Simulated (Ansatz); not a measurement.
A nudged elastic band was laid between two geometries of C$_{2}$H$_{5}$Si (8 atoms, charge 0, multiplicity 2).

Theory: UKS PBE-D4/6-31G* in Ansatz.

| Quantity | Value |
| --- | --- |
| movable images | 4 |
| climbing image | no |
| spring | 5.0 eV/Å² |
| optimiser | quadratic models (default) |
| start path | IDPP |
| force threshold | 0.05 eV/Å |
| iteration limit | 60 |
| end points | relaxed |

First end point:

```xyz
8
Properties=species:S:1:pos:R:3
C -0.413 0.944 -0.890
C -0.358 0.349 0.327
Si 0.896 -0.921 0.818
H 0.269 0.668 -1.703
H -1.147 1.725 -1.123
H -1.064 0.688 1.099
H 1.544 -1.573 -0.372
H 0.366 -1.938 1.788
```

Last end point:

```xyz
8
Properties=species:S:1:pos:R:3
C -0.221 1.094 -0.778
C -0.463 0.268 0.270
Si 0.234 -1.438 0.436
H 0.464 0.816 -1.589
H -0.690 2.081 -0.863
H -1.173 0.607 1.039
H 1.445 -1.645 -0.431
H 0.496 -1.840 1.860
```

Question: What changes between the two ends?

Answer: No bond is made or broken. The height of Si3 over the plane of its neighbours goes from -0.45 to 0.45 Å. The two ends are copies of one structure, up to a mirror image or an exchange of like atoms.

Question: Give the energies along the band, and the barrier.

Answer: The forces met the threshold. The highest image is number 2 of 0 to 5, 0.105 eV above the ends, which have the same energy within 2 meV. No image climbed, so the highest image needn't sit at the top of the path.

```tsv
image	path coordinate (Å)	energy (eV)	height of Si3 over the plane of its neighbours (Å)
0	0.00	0.000	-0.45
1	0.25	0.015	-0.38
2	0.49	0.105	-0.14
3	0.74	0.104	0.14
4	0.98	0.015	0.38
5	1.23	0.000	0.45
```

Question: What is the geometry of the highest image?

Answer: 
```xyz
8
Properties=species:S:1:pos:R:3
C -0.345 1.056 -0.862
C -0.402 0.305 0.273
Si 0.658 -1.132 0.662
H 0.328 0.810 -1.691
H -0.966 1.949 -0.992
H -1.093 0.624 1.067
H 1.525 -1.727 -0.396
H 0.387 -1.942 1.883
```

The run took 50 s on 1 thread of AMD EPYC 7R43 64-Core Processor (Zen 3), with other jobs on the host, peak memory 0.14 GiB.
